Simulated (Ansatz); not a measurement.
# HF₂− (SMILES F[H-]F): single points off equilibrium

Aim: energy, forces and dipole at a structure displaced at random from a GFN2-xTB minimum, from CCSD(T) and from density functionals.

Method: single points in def2-TZVPPD; program: Ansatz 0.2.0, Gaussian basis.

Correlated methods freeze the cores.

## Step 1: The system as given

3 atoms, charge -1, spin multiplicity 1.

Atoms are counted from 1 here; the program's logs count them from 0.

Bond lengths: F1–H2 1.166 Å.

Geometry (Å):

```xyz
3

F    -0.9733    0.3159   -0.5357
H     0.0141   -0.0870   -0.0638
F     1.0100   -0.4271    0.4976
```

## Step 2: CCSD(T)/def2-TZVPPD

File run/in.yaml:

```yaml
crystal:
  periodic: [false, false, false]
  atoms:
    - {symbol: F, position_ang: [-0.973300, 0.315900, -0.535700]}
    - {symbol: H, position_ang: [0.014100, -0.087000, -0.063800]}
    - {symbol: F, position_ang: [1.010000, -0.427100, 0.497600]}
basis:
  gaussian: {orbitals: "def2-TZVPPD.json"}
total_charge: -1
correlation: {method: ccsd_t}
output: {forces: true}
```

The basis file named in the input lies beside it (Basis Set Exchange, JSON).

No record of the launch command was kept for these runs.

## Step 3: PBE0-D4/def2-TZVPPD

run/in.yaml, as its differences from that of step 2:

```diff
@@ -9,3 +9,3 @@
 total_charge: -1
-correlation: {method: ccsd_t}
-output: {forces: true}
+hamiltonian: {xc: pbe0, dispersion: d4}
+output: {forces: true, orbitals: {seedname: orbitals}}
```

## Step 4: wB97M-V/def2-TZVPPD

run/in.yaml, as its differences from that of step 3:

```diff
@@ -9,3 +9,3 @@
 total_charge: -1
-hamiltonian: {xc: pbe0, dispersion: d4}
-output: {forces: true, orbitals: {seedname: orbitals}}
+hamiltonian: {xc: {name: wB97M-V}}
+output: {forces: true}
```

## Step 5: r2SCAN-D4/def2-TZVPPD

run/in.yaml, as its differences from that of step 4:

```diff
@@ -9,3 +9,3 @@
 total_charge: -1
-hamiltonian: {xc: {name: wB97M-V}}
+hamiltonian: {xc: r2scan, dispersion: d4}
 output: {forces: true}
```

## Step 6: PBE-D4/def2-TZVPPD

run/in.yaml, as its differences from that of step 5:

```diff
@@ -9,3 +9,3 @@
 total_charge: -1
-hamiltonian: {xc: r2scan, dispersion: d4}
+hamiltonian: {xc: pbe, dispersion: d4}
 output: {forces: true}
```

## Step 7: B97M-V/def2-TZVPPD

run/in.yaml, as its differences from that of step 6:

```diff
@@ -9,3 +9,3 @@
 total_charge: -1
-hamiltonian: {xc: pbe, dispersion: d4}
+hamiltonian: {xc: {name: B97M-V}}
 output: {forces: true}
```

## Step 8: wB97X-V/def2-TZVPPD

run/in.yaml, as its differences from that of step 7:

```diff
@@ -9,3 +9,3 @@
 total_charge: -1
-hamiltonian: {xc: {name: B97M-V}}
+hamiltonian: {xc: {name: wB97X-V}}
 output: {forces: true}
```

(Steps that only read results are left out.)

Q: Predict the outcome of this session. Wanted: RMS force component; RMS force error; HOMO and LUMO, PBE0-D4; T1 diagnostic.

The runs gave:

| quantity | value |
| --- | --- |
| RMS force component | 0.253 to 0.486 eV/Å over the methods |
| RMS force error | PBE0-D4 0.035, wB97M-V 0.090, r2SCAN-D4 0.097, PBE-D4 0.247, B97M-V 0.054, wB97X-V 0.069 eV/Å |
| HOMO and LUMO, PBE0-D4 | -2.99 and 5.88 eV |
| T1 diagnostic | 0.015 |

On forces the order runs from PBE0-D4 to PBE-D4. Frozen-core CCSD(T) forces in triple zeta carry basis errors of their own, and this is one geometry, so small gaps rank nothing.
